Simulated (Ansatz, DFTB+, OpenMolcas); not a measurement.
Computed against measured: dipole moment

10 molecules with nitrogen; the dipole moment in D, computed less measured. Shapes, held fixed at every level: PBE0-D4/def2-TZVP. No vibrational averaging. Dipoles are compared by magnitude; molecules under 1 D, whose direction can flip, are left out. Programs: Ansatz 0.2.0, DFTB+ 25.1, OpenMolcas 26.06. Measured values: NIST CCCBDB.

Levels: A = DFTB2; B = B3LYP/6-31G* (spherical functions); C = B3LYP-D4/def2-TZVPP; D = wB97M-V/def2-TZVPP.

```json
{"molecule": "NS (Mononitrogen monosulfide)", "measured": "1.81", "A": "-0.98", "B": "-0.08", "C": "+0.08", "D": "+0.11"}
{"molecule": "HCN (hydrogen cyanide)", "measured": "2.98", "A": "-1.21", "B": "-0.08", "C": "+0.05", "D": "+0.06"}
{"molecule": "HNC (hydrogen isocyanide)", "measured": "3.05", "A": "-0.93", "B": "-0.07", "C": "+0.03", "D": "+0.02"}
{"molecule": "NH3 (ammonia)", "measured": "1.47", "A": "-0.63", "B": "+0.37", "C": "+0.13", "D": "+0.14"}
{"molecule": "CH3N (SMILES C=N)", "measured": "2.00", "A": "-0.99", "B": "-0.06", "C": "-0.01", "D": "+0.01"}
{"molecule": "C2H5N (N-methylmethanimine)", "measured": "1.53", "A": "-0.76", "B": "-0.13", "C": "-0.06", "D": "-0.02"}
{"molecule": "C3H3NO (oxazole)", "measured": "1.50", "A": "-0.44", "B": "+0.05", "C": "+0.06", "D": "+0.07"}
{"molecule": "C3H5N (propanenitrile)", "measured": "4.02", "A": "-1.35", "B": "-0.14", "C": "+0.08", "D": "+0.08"}
{"molecule": "C2H7N (dimethylamine)", "measured": "1.03", "A": "-0.55", "B": "-0.05", "C": "-0.10", "D": "-0.07"}
{"molecule": "C4H5N (pyrrole)", "measured": "1.84", "A": "+0.11", "B": "+0.10", "C": "+0.07", "D": "+0.11"}
```

Question: Sum up the errors.

Answer: 
| level | kind | mean error | mean absolute error | worst case |
| --- | --- | --- | --- | --- |
| DFTB2 | semi-empirical | -0.773 | 0.795 | C3H5N |
| B3LYP/6-31G* (spherical functions) | global hybrid | -0.009 | 0.113 | NH3 |
| B3LYP-D4/def2-TZVPP | global hybrid | +0.033 | 0.067 | NH3 |
| wB97M-V/def2-TZVPP | range-separated hybrid | +0.051 | 0.069 | NH3 |

On this set B3LYP-D4/def2-TZVPP has the smallest mean absolute error and DFTB2 the largest. DFTB2 is too low in 9 of 10; B3LYP/6-31G* (spherical functions) is too low in 7 of 10; B3LYP-D4/def2-TZVPP is too high in 7 of 10; wB97M-V/def2-TZVPP is too high in 8 of 10. The tabulated value of C4H5N is in doubt (older tables, estimates, or at odds with other calculations) and kept here. Over the 9 molecules whose values aren't doubted the mean absolute errors are A 0.871; B 0.114; C 0.067; D 0.064. The smallest two are near a tie. Open shells run unrestricted. The set is small.
